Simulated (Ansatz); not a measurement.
Geometry optimisation, RKS PBE/def2-SVP (Ansatz).

Input:

```yaml
crystal:
  periodic: [false, false, false]
  atoms:
    - { symbol: "N", position_ang: [-0.8293, 1.7038, 0.6397] }
    - { symbol: C, position_ang: [-0.4732, 0.6301, 1.1143] }
    - { symbol: "N", position_ang: [0.0819, -0.3664, 0.3963] }
    - { symbol: C, position_ang: [0.1494, -0.3758, -1.0318] }
    - { symbol: S, position_ang: [1.0357, -1.8209, -1.6013] }
    - { symbol: H, position_ang: [-1.2698, 2.3438, 1.3777] }
    - { symbol: H, position_ang: [-0.5382, 0.4088, 2.1955] }
    - { symbol: H, position_ang: [0.1413, -1.2754, 0.8172] }
    - { symbol: H, position_ang: [0.85304, 0.22042, 0.01869] }
    - { symbol: H, position_ang: [0.5164, 0.5234, -1.4283] }
    - { symbol: H, position_ang: [2.2007, -1.356, -1.114] }
basis:
  gaussian: { orbitals: def2-SVP }
hamiltonian:
  xc: pbe
relax:
  f_tol: 0.02
  max_steps: 50
```

Command:

```bash
$ ansatz run input.yaml --threads 2 --pin off --max-ram 3072MiB --backend cpu --events-out ev --progress --plain --runs-dir out
```

Problem. Where does it end, and by what steps?

Solution. It converged. After 19 steps the energy has fallen by 2.801 eV; H7 moved furthest, 1.47 Å.

```csv
step,energy less start (eV),largest force component (eV/Å),accepted
0,0.0000,5.036,yes
1,-1.0945,2.740,yes
2,-1.5645,1.319,yes
3,-1.6949,1.098,yes
4,-1.9109,1.483,yes
5,-2.0990,0.972,yes
6,-2.2218,0.669,yes
7,-2.2699,1.803,yes
8,-2.4058,1.312,yes
9,-2.5645,0.581,yes
10,-2.6565,0.995,yes
11,-2.7227,0.442,yes
12,-2.7697,0.344,yes
13,-2.7515,0.799,no
14,-2.7934,0.179,yes
15,-2.7937,0.126,yes
16,-2.7984,0.151,yes
17,-2.7999,0.055,yes
18,-2.8004,0.025,yes
19,-2.8006,0.017,yes
```

```xyz
11
Properties=species:S:1:pos:R:3
N -0.505 1.905 1.195
C -0.601 0.643 1.037
N 0.581 -0.048 0.493
C 0.180 -0.383 -0.896
S 0.639 -1.956 -1.440
H -1.412 2.306 1.479
H -1.456 -0.050 1.145
H 0.743 -0.955 0.973
H 1.424 0.559 0.658
H 0.259 0.506 -1.539
H 2.017 -1.890 -1.721
```

Whether the end is a true minimum wasn't checked by a vibrational analysis.

Run time: 45 s on 2 threads of Arm Neoverse V1, on a shared host, peak memory 0.14 GiB.
